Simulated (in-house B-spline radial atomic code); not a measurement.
Values are calculated unless marked as measured or tabulated.
**Ar at several levels of theory**

Ground configuration [Ne] 3s2 3p6. All numbers come from a B-spline radial code for spherical atoms, all electrons, at the radial basis limit. Mean-field, RPA, GW and linear-response runs are scalar-relativistic (one-electron X2C), no spin-orbit coupling, without Breit or QED terms, open shells spin-polarised at highest spin; the many-body runs on Dirac-Hartree-Fock orbitals are four-component, and their energies hold both.

**Ionisation energy.** The reference is 15.760 eV (NIST, measured). It runs between the lowest fine-structure levels, while the runs without spin-orbit coupling give shell averages, so part of their difference is this splitting, and a close match can be a cancellation.

```csv
method,value (eV),minus reference (eV)
minus the highest LDA VWN5 level,10.39,-5.37
minus the highest PBE level,10.27,-5.49
G0W0 on PBE,15.40,-0.36
minus the highest r2SCAN level,10.71,-5.05
minus the highest PBE0 level,11.96,-3.80
G0W0 on PBE0,15.74,-0.02
minus the highest B3LYP (VWN-RPA) level,11.65,-4.11
minus the highest CAM-B3LYP level,13.46,-2.30
minus the highest LC-wPBE level,14.95,-0.81
minus the highest Hartree-Fock level,16.06,+0.30
G0W0 on Hartree-Fock,16.29,+0.53
Dirac-Fock + self-energy with TDHF screening (3p3/2),15.79,+0.03
```

Task: Which methods come closest, and which lies farthest off?

Result: Closest: G0W0 on PBE0 (-0.02 eV) and Dirac-Fock + self-energy with TDHF screening (3p3/2) (+0.03 eV). Farthest: minus the highest PBE level (-5.49 eV). The TDHF-screened form was chosen among four for its agreement on 13 closed-shell atoms.

**Static dipole polarisability and C6** of two like species, by linear response:

| method | α (bohr³) | C6 (hartree·bohr⁶) |
| --- | --- | --- |
| LDA VWN5 | 12.03 | 70.67 |
| PBE | 11.97 | 70.21 |
| PBE0 | 11.45 | 66.64 |
| B3LYP (VWN-RPA) | 11.69 | 68.2 |
| CAM-B3LYP | 11.58 | 67.49 |
| LC-wPBE | 11.28 | 65.5 |
| TDHF | 10.77 | 62.1 |
| relativistic RPA (four-component TDHF) | 10.77 | 62.11 |

Task: What mean excitation energy do α and C6 imply in London's formula C6 = (3/4) α² ω?

Result: LDA VWN5: ω = 0.651 hartree; relativistic RPA (four-component TDHF): ω = 0.714 hartree. A method that puts the excitations lower gives a larger α and a smaller ω.

Task: How do these compare with the recommended polarisability?

Result: The recommended value is 11.083 bohr³ (Schwerdtfeger and Nagle, table of static dipole polarizabilities (2023 update)). The methods run from -3 % to +9 %; LC-wPBE is nearest (+2 %).

Run times on one thread of shared hosts: mean field, RPA, SOSEX and G0W0 on PBE, 2.6 s (Arm Neoverse N1); TDDFT with PBE, 0.6 s (Intel Xeon Platinum 8559C (Emerald Rapids)); removal energies by the self-energy, 15 s (Arm Neoverse N1).
